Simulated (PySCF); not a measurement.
## SO₂²⁺: bending curve

Computed with PBE0 in PySCF with S def2-TZVP, O def2-TZVP; no relativity; density-fitted integrals.

Rigid scan from the singlet minimum (S–O 1.395 Å (×2); O–S–O 180.0°). Coordinate: the O–S–O angle, bonds fixed. Energies in kJ/mol from the minimum.

```
bond angle (°)  E (kJ/mol)  dipole size (D, about the centre of mass)
            80       160.3                                       2.56
            90       521.9                                       2.98
           100       337.1                                       2.58
           110       220.4                                       2.23
           120       143.6                                       1.90
           130        91.1                                       1.58
           140        54.5                                       1.27
           150        29.3                                       0.96
           160        12.6                                       0.64
           170         3.1                                       0.32
           180         0.0                                       0.00
```

Other isomers or separated fragments may lie lower.
